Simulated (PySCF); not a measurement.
## Ionisation energy of Ne by level of theory

Ne [Ne] (1S) → Ne⁺ [He] 2s2 2p5 (2P), as a difference of total energies. Calculation: PySCF 2.14, in x2c-SVPall; scalar relativity by spin-free X2C-1e. Correlated levels: valence: 1s2 frozen. The calculations carry no spin-orbit coupling.

```tsv
method	ionisation energy (eV)
UHF	19.790
LDA	21.851
PBE	21.311
MP2 (valence)	21.249
SCS-MP2 (valence)	21.121
CCSD (valence)	21.060
CCSD(T) (valence)	21.060
```

Errors of the correlated levels include the incompleteness of this basis and the frozen core.

Task: Which method comes closest to the reference value, and which is furthest?

Result: The reference is 21.597 eV (measured; NIST levels, between the centres of gravity of the two terms). Closest: LDA (error 0.254 eV); furthest: UHF (error -1.807 eV).
